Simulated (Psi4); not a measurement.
**UCCSD(T)/cc-pVTZ (sweep point 3) run of S2 (sulfur dimer)**

Aim: the vertical electron affinity of S2 (sulfur dimer) at UCCSD(T)/cc-pVTZ (sweep point 3), from 2 runs. 

Program for the calculation: Psi4 1.11.

**1. The structure to begin with**

The species is S2 (2 atoms), meant as a triplet with charge 0. As SMILES, `S=S`. Geometry: the measured bond length.

Bond lengths: S1–S2 1.889 Å.

**2. A single-point energy at UCCSD(T)/cc-pVTZ (sweep point 3)**

Contents of run.py:

```python
import psi4

psi4.set_memory('1600 MB')
psi4.set_num_threads(1)
psi4.core.set_output_file('psi4.out', False)

mol = psi4.geometry("""
0 3
S      0.000000     0.000000     0.000000
S      0.000000     0.000000     1.889200
symmetry c1
""")

psi4.set_options({
    'reference': 'uhf',
    'puream': True,
    'scf_type': 'pk',
    'num_frozen_docc': 10,
    'maxiter': 150,
})

e_tot = psi4.energy("ccsd(t)/cc-pVTZ")
print(f'ccsd(t)/cc-pVTZ energy: {e_tot:.10f} Eh')
```

Started as:

```sh
$ python run.py
```

psi4.out, shortened:

```text
[...]
  Running in c1 symmetry.
[...]
  Nuclear repulsion =   71.707265472962106
[...]
  Multiplicity = 3
[...]
  Nalpha       = 17
  Nbeta        = 15
[...]
    Number of basis functions: 68
[...]
   @UHF iter   1:  -795.07444870183235   -4.07243e-01   2.38393e-03 ADIIS/DIIS
[...]
   @UHF iter  11:  -795.09666326621277   -2.72848e-12   3.92587e-09 DIIS
[...]
   @S^2 Observed:                2.052162401E+00
[...]
    Orbital Energies [Eh]
    ---------------------
    Alpha Occupied:
       1A    -92.018363     2A    -92.018360     3A     -9.018329
       4A     -9.017973     5A     -6.704962     6A     -6.704962
       7A     -6.704891     8A     -6.704891     9A     -6.694850
      10A     -6.693854    11A     -1.113254    12A     -0.866389
      13A     -0.536091    14A     -0.536091    15A     -0.532571
      16A     -0.379534    17A     -0.379534
    Alpha Virtual:
      18A      0.131533    19A      0.319848    20A      0.365591
      21A      0.365591    22A      0.383768    23A      0.425940
      24A      0.425940    25A      0.431487    26A      0.446905
[...]
  @UHF Final Energy:  -795.09666326621277
   => Energetics <=
    Nuclear Repulsion Energy =             71.7072654729621064
    One-Electron Energy =               -1241.7797345546887300
    Two-Electron Energy =                 374.9758058155138656
    Total Energy =                       -795.0966632662127722
  UHF NO Occupations:
  HONO-2 :   15  A 1.9900900
  HONO-1 :   16  A 1.0000000
[...]
 Multipole Moments:
 ------------------------------------------------------------------------------------
     Multipole            Electronic (a.u.)      Nuclear  (a.u.)        Total (a.u.)
 ------------------------------------------------------------------------------------
 L = 1.  Multiply by 2.5417464519 to convert [e a0] to [Debye]
 Dipole X            :          0.0000000            0.0000000            0.0000000
 Dipole Y            :          0.0000000            0.0000000            0.0000000
 Dipole Z            :          0.0000000            0.0000000            0.0000000
 Magnitude           :                                                    0.0000000
[...]
      * MP2 total energy                      = -795.408774065311263
[...]
      * CCSD total energy                     = -795.435799398087966
[...]
      * CCSD(T) total energy                     = -795.454811987412882
```

Standard output:

```text
ccsd(t)/cc-pVTZ energy: -795.4548119874 Eh
```

Run time: 11 s. Hardware: 1 thread of Intel Xeon 6975P-C (Granite Rapids), shared host; peak memory 0.42 GiB.

**3. The doublet anion**

Contents of job.py:

```python
import psi4

psi4.set_memory(1600000000)
psi4.set_num_threads(1)
psi4.core.set_output_file('psi4.out', False)

geom = psi4.geometry("""
-1 2
S      0.000000     0.000000     0.000000
S      0.000000     0.000000     1.889200
symmetry c1
""")

options = {'reference': 'uhf', 'puream': True, 'scf_type': 'pk', 'num_frozen_docc': 10, 'maxiter': 150}
psi4.set_options(options)

result, w = psi4.energy('ccsd(t)/cc-pVTZ', return_wfn=True)
print(f'ccsd(t)/cc-pVTZ energy: {result:.10f} Eh')
for k, v in sorted(psi4.core.scalar_variables().items()):
    print(f'{k:45s} {v:18.10f}')
```

Started as:

```sh
$ python job.py
```

psi4.out, shortened:

```text
[...]
  Running in c1 symmetry.
[...]
  Nuclear repulsion =   71.707265472962106
[...]
  Multiplicity = 2
[...]
  Nalpha       = 17
  Nbeta        = 16
[...]
    Number of basis functions: 68
[...]
   @UHF iter   1:  -795.07279193748195   -4.05586e-01   3.66482e-03 ADIIS/DIIS
[...]
   @UHF iter  11:  -795.11486871234865   -9.32232e-12   7.22200e-09 DIIS
[...]
   @S^2 Observed:                7.750742240E-01
[...]
    Orbital Energies [Eh]
    ---------------------
    Alpha Occupied:
       1A    -91.713890     2A    -91.713887     3A     -8.717707
       4A     -8.717354     5A     -6.406230     6A     -6.406156
       7A     -6.397561     8A     -6.396551     9A     -6.394984
      10A     -6.394908    11A     -0.821444    12A     -0.562977
      13A     -0.263945    14A     -0.254615    15A     -0.230318
      16A     -0.105126    17A     -0.063469
    Alpha Virtual:
      18A      0.363349    19A      0.552774    20A      0.593516
      21A      0.608848    22A      0.625128    23A      0.670173
      24A      0.671307    25A      0.690585    26A      0.697935
[...]
  @UHF Final Energy:  -795.11486871234865
   => Energetics <=
    Nuclear Repulsion Energy =             71.7072654729621064
    One-Electron Energy =               -1250.9538210622367842
    Two-Electron Energy =                 384.1316868769260395
    Total Energy =                       -795.1148687123486525
  UHF NO Occupations:
  HONO-2 :   15  A 1.9976619
  HONO-1 :   16  A 1.9919286
[...]
 Multipole Moments:
 ------------------------------------------------------------------------------------
     Multipole            Electronic (a.u.)      Nuclear  (a.u.)        Total (a.u.)
 ------------------------------------------------------------------------------------
 L = 1.  Multiply by 2.5417464519 to convert [e a0] to [Debye]
 Dipole X            :          0.0000000            0.0000000            0.0000000
 Dipole Y            :          0.0000000            0.0000000            0.0000000
 Dipole Z            :          0.0000000            0.0000000            0.0000000
 Magnitude           :                                                    0.0000000
[...]
      * MP2 total energy                      = -795.447426752309525
[...]
      * CCSD total energy                     = -795.474865566722428
[...]
      * CCSD(T) total energy                     = -795.492761059942040
```

Wall time 12 s (1 thread of Intel Xeon 6975P-C (Granite Rapids), shared host); peak memory 0.42 GiB.

**4. Results**

Level: UCCSD(T)/cc-pVTZ (sweep point 3), 10 core orbitals frozen.

| quantity | value |
| --- | --- |
| triplet S2: total energy | -795.45481 Eh |
| triplet S2: HOMO energy (Hartree–Fock orbitals) (highest over α and β) | -10.33 eV |
| triplet S2: LUMO energy (Hartree–Fock orbitals) (lowest over α and β) | 0.33 eV |
| triplet S2: correlation energy (10 core orbitals frozen) | -358.1 mEh |
| triplet S2: (T) correction | -19.01 mEh |
| triplet S2: ⟨S²⟩ of the reference determinant | 2.052 |
| triplet S2: T1 diagnostic | 0.024 |
| doublet anion: total energy | -795.49276 Eh |
| doublet anion: HOMO energy (Hartree–Fock orbitals) (highest over α and β) | -1.39 eV |
| doublet anion: LUMO energy (Hartree–Fock orbitals) (lowest over α and β) | 6.98 eV |
| doublet anion: correlation energy (10 core orbitals frozen) | -377.9 mEh |
| doublet anion: (T) correction | -17.90 mEh |
| doublet anion: ⟨S²⟩ of the reference determinant | 0.775 |
| doublet anion: T1 diagnostic | 0.018 |
| vertical electron affinity (to the doublet anion) | 1.033 eV |

At fixed nuclei the extra electron is bound by 1.03 eV (24 kcal/mol). The basis has no diffuse functions, so the error can be as large as this value. The triples (triplet S2) make up 5.3 % of the correlation energy. The triples (doublet anion) make up 4.7 % of the correlation energy.
